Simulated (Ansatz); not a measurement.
This Ansatz (a quantum-chemistry and plane-wave program) input (CCSD(T)/cc-pCVDZ) gives -237.79501 Eh with 59 basis functions. A basis named .json is the Basis Set Exchange file of that set (core-valence sets with the plain set on hydrogen).

Ansatz 0.2 input:
```yaml
crystal:
  periodic: [false, false, false]
  atoms:
    - {symbol: C, position_ang: [0.03744685, 0.00324337, 0.50825858]}
    - {symbol: F, position_ang: [-0.03836255, 1.09650981, -0.24435931]}
    - {symbol: F, position_ang: [-0.08494317, -1.09763667, -0.22692580]}
    - {symbol: H, position_ang: [0.88507040, -0.00931849, 1.19201449]}
basis:
  gaussian:
    orbitals: cc-pCVDZ.json
magnetization: {spin_polarized: true, initial_magnetization: 1}
correlation: {method: ccsd_t, electrons: outside_noble_gas}
```

Change:
```diff
- orbitals: cc-pCVDZ.json
+ orbitals: cc-pwCVTZ.json
```

What does the run give now?

-238.04441 Eh (CCSD(T)/cc-pwCVTZ, 143 functions), a change of -249.40 mEh.
